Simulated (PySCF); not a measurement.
Predicted microwave data (CAM-B3LYP/def2-SVPD in PySCF (dipole) on a GFN2-xTB geometry, gas phase) for one isomer of C4H9N:

```
Rotational constants : A = 9111, B = 4606, C = 3792 MHz
Dipole components    : |μa| = 0.06 D, |μb| = 0.00 D, |μc| = 1.36 D
Inertial defect      : -31.92 u·Å²
κ                    : -0.69
```

Task: Which structure is it? (One computed conformer of each.)
A. `[CH3:1][NH:2][CH:3]1[CH2:4][CH2:5]1` with C1–N2–C3–C4 -90°
B. `[CH3:1][CH:2]1[CH2:3][NH:4][CH2:5]1` with C1–C2–C3–N4 -103°, C2–C3–N4–C5 -13°, C3–N4–C5–C2 13°, C1–C2–C5–N4 103°
C. `C=CN(C)C`
D. `[NH2:1][CH2:2][CH:3]1[CH2:4][CH2:5]1` with H–N1–C2–C3 -179° and -60°, N1–C2–C3–C4 90° (cyclopropylmethylamine)

Result: B. It is CC1CNC1, an asymmetric top, point group Cs. The candidates at the same level (rigid rotor, commonest isotopes):

```json
{"SMILES": "C=CN(C)C", "A (MHz)": "8725", "B (MHz)": "4101", "C (MHz)": "2936", "μa (D)": "1.51", "μb (D)": "0.05", "μc (D)": "0.23", "Δ (u·Å²)": "-9.01", "point group": "C1", "rotor": "asymmetric top"}
{"SMILES": "CNC1CC1", "A (MHz)": "12821", "B (MHz)": "3344", "C (MHz)": "2996", "μa (D)": "0.33", "μb (D)": "0.28", "μc (D)": "0.89", "Δ (u·Å²)": "-21.87", "point group": "C1", "rotor": "near-prolate asymmetric top"}
{"SMILES": "CC1CNC1", "A (MHz)": "9111", "B (MHz)": "4606", "C (MHz)": "3792", "μa (D)": "0.06", "μb (D)": "0.00", "μc (D)": "1.36", "Δ (u·Å²)": "-31.92", "point group": "Cs", "rotor": "asymmetric top"}
{"SMILES": "NCC1CC1", "A (MHz)": "12607", "B (MHz)": "3178", "C (MHz)": "2860", "μa (D)": "0.14", "μb (D)": "0.06", "μc (D)": "1.18", "Δ (u·Å²)": "-22.41", "point group": "C1", "rotor": "near-prolate asymmetric top"}
```

`C=CN(C)C` has C 23 % too low; `CNC1CC1` has A 41 % too high; `NCC1CC1` has A 38 % too high. In the right answer the mirror of this Cs structure is the ac plane, so μb vanishes by symmetry. No structure here is proved a minimum.
